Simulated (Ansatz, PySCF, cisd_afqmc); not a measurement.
System: Si2H5, charge 0, doublet. Si2H5 (SMILES [SiH2][SiH3], doublet).
B3LYP-D3(BJ)/def2-TZVP minimum from Ansatz (a quantum-chemistry and plane-wave program):
```xyz
7

Si     0.0124     0.0207     1.2119
Si    -0.0099     0.0487    -1.1206
H     -1.2086    -0.5655     1.8221
H      1.2176    -0.6195     1.7989
H     -0.0369    -1.3162    -1.7072
H     -1.2105     0.7840    -1.5839
H      1.2034     0.7464    -1.6084
```
Charge 0, spin multiplicity 2.

Atomisation energy term by term, kcal/mol (programs: Ansatz, cisd_afqmc). UHF or UKS for unpaired electrons; spin-orbit terms are left out. Cores are frozen in correlated methods. Rows without X2C or -DK are non-relativistic. AFQMC is phaseless with a CISD trial state; ± is one standard error, without the phaseless bias. Outlying blocks are dropped, and bars are widened where a walk drifts. Over all cases where full CI ran beside it in this data, AFQMC minus full CI had a median of +0.1 mEh and passed +0.4 mEh in a tenth of the cases. CBS(X,Y): correlation extrapolated as X^-3, Hartree-Fock from the larger set (Q,5: extrapolated as (X+1)exp(-9√X)). A bracket is a step between two methods taken in the basis named. 'core' is core correlation in cc-pwCVTZ (1s frozen past Ne), 'X2C' scalar relativity in cc-pVTZ-DK, both at CCSD(T). For partners of very few electrons the exact lower level stands in for a higher one.

```tsv
term	basis	kcal/mol
Hartree-Fock	CBS(cc-pV(Q+d)Z,cc-pV(5+d)Z)	344.99
CCSD correlation	CBS(cc-pV(Q+d)Z,cc-pV(5+d)Z)	94.54
(T)	CBS(cc-pV(Q+d)Z,cc-pV(5+d)Z)	2.97
CCSDT(Q) - CCSD(T)	cc-pV(D+d)Z	0.34
core correlation	cc-pwCVTZ	-0.48
scalar relativity	X2C, cc-pVTZ-DK	-1.21
minus zero-point energy	Hessian by PySCF at B3LYP-D3(BJ)/def2-TZVP	-24.76
sum: D0		416.4
```

The step beyond CCSD(T) by other levels: AFQMC/CISD in cc-pV(D+d)Z -0.12 ± 0.28 kcal/mol.
